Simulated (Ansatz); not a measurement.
Reaction (SMILES): C#C (C2H2) → [C-]#C + H+
B3LYP-D3(BJ)/def2-TZVP geometries, fixed; electronic energies without zero-point terms.

Basis-set convergence of the deprotonation energy at PBE with Ansatz (an electronic-structure program). Cartesian d functions, on some or all atoms, in 6-31G**, 6-31+G*; all else is spherical. The program fits the integrals of some runs and decomposes those of others, by size. No added dispersion term, no relativity. Functions are those of the species that has most. Reference: the value in aug-pcseg-3, 382.10 kcal/mol, itself unsure by roughly 0.37 kcal/mol (its mean distance from aug-cc-pVQZ, def2-QZVPPD). Deviations are taken from unrounded values.

```
basis            functions  deprotonation energy (kcal/mol)  minus reference (kcal/mol)
---------------  ---------  -------------------------------  --------------------------
STO-3G                  12                           486.54                      104.44
6-31G                   22                           404.33                       22.23
pcseg-0                 22                           393.93                       11.82
def2-SV(P)              32                           392.49                       10.39
6-31G**                 40                           402.86                       20.75
6-31+G*                 42                           379.02                       -3.08
6-311+G**               56                           381.41                       -0.69
def2-SVPD               56                           385.46                        3.35
aug-pcseg-1             64                           379.03                       -3.07
6-311++G(2d,2p)         74                           381.70                       -0.40
cc-pVTZ                 88                           389.00                        6.89
pcseg-2                 88                           384.25                        2.15
def2-TZVPD              92                           383.45                        1.35
jun-cc-pV(T+d)Z        106                           381.93                       -0.17
aug-pcseg-2            138                           382.06                       -0.04
cc-pVQZ                170                           385.85                        3.75
pcseg-3                186                           382.43                        0.32
def2-QZVPPD            192                           382.82                        0.72
```
